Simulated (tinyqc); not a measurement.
Extended Hueckel theory, for BH3, step by step. One step of it, computed by the program tinyqc.

Question. Wolfsberg-Helmholz matrix. H_ij = K' S_ij (H_ii + H_jj)/2 for i != j (the diagonal keeps H_ii), with K' = 1.75.

overlap S:
```
           1B 2s     1B 2px     1B 2py     1B 2pz      2H 1s      3H 1s      4H 1s
1B 2s   1.000000   0.000000   0.000000   0.000000   0.526401   0.526048   0.526048
1B 2px  0.000000   1.000000   0.000000   0.000000   0.553589  -0.276765  -0.276765
1B 2py  0.000000   0.000000   1.000000   0.000000   0.000000   0.479228  -0.479228
1B 2pz  0.000000   0.000000   0.000000   1.000000  -0.011980  -0.011968  -0.011968
2H 1s   0.526401   0.553589   0.000000  -0.011980   1.000000   0.117140   0.117140
3H 1s   0.526048  -0.276765   0.479228  -0.011968   0.117140   1.000000   0.117055
4H 1s   0.526048  -0.276765  -0.479228  -0.011968   0.117140   0.117055   1.000000
```

diagonal H_ii (eV): 1B 2s -15.200000, 1B 2px -8.500000, 1B 2py -8.500000, 1B 2pz -8.500000, 2H 1s -13.600000, 3H 1s -13.600000, 4H 1s -13.600000

K = 1.750000

Give: H.

Answer.

H (eV):
```
           1B 2s    1B 2px   1B 2py   1B 2pz     2H 1s     3H 1s     4H 1s
1B 2s   -15.2000    0.0000   0.0000   0.0000  -13.2653  -13.2564  -13.2564
1B 2px    0.0000   -8.5000   0.0000   0.0000  -10.7050    5.3520    5.3520
1B 2py    0.0000    0.0000  -8.5000   0.0000    0.0000   -9.2671    9.2671
1B 2pz    0.0000    0.0000   0.0000  -8.5000    0.2317    0.2314    0.2314
2H 1s   -13.2653  -10.7050   0.0000   0.2317  -13.6000   -2.7879   -2.7879
3H 1s   -13.2564    5.3520  -9.2671   0.2314   -2.7879  -13.6000   -2.7859
4H 1s   -13.2564    5.3520   9.2671   0.2314   -2.7879   -2.7859  -13.6000
```
